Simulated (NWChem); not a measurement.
System: hydrogen chloride (HCl); SMILES Cl

Program: NWChem. Pople sets run with spherical d functions. STO-3G and 3-21G are far too small for this property and stand as cheap habits. The geometry was optimised at PBE0-D3(BJ)/def2-TZVP. Vertical excitations in the gas phase; the lowest state need not have the same character in each row.

| level | basis functions | lowest excitation, singlet (eV) | oscillator strength of that lowest state | lowest state with f > 0.02, singlet (eV) | orbital gap (eV) |
|---|---|---|---|---|---|
| PBE0/3-21G, TDA | 15 | 8.36 | 0.001 | 14.80 | 10.25 |
| PBE0/6-31G*, TDA | 20 | 8.21 | 0.001 | 14.16 | 10.06 |
| PBE0/6-31+G*, TDA | 24 | 7.75 | 0.026 | 7.75 | 9.44 |
| PBE0/def2-SVP, TDA | 23 | 8.13 | 0.002 | 13.51 | 9.98 |
| PBE0/def2-SVPD, TDA | 35 | (withheld) | 0.026 | (withheld) | (withheld) |
| PBE0/def2-TZVP, TDA | 43 | 7.94 | 0.010 | 12.73 | 9.75 |
| PBE0/aug-cc-pVDZ, TDA | 36 | 7.59 | 0.030 | 7.59 | 9.09 |
| PBE0/def2-TZVPD, TDA | 55 | 7.71 | 0.022 | 7.71 | 9.39 |

Task: Complete the blanks.

Result: 
- PBE0/def2-SVPD, TDA, lowest excitation, singlet (eV): 7.84
- PBE0/def2-SVPD, TDA, lowest state with f > 0.02, singlet (eV): 7.84
- PBE0/def2-SVPD, TDA, orbital gap (eV): 9.53
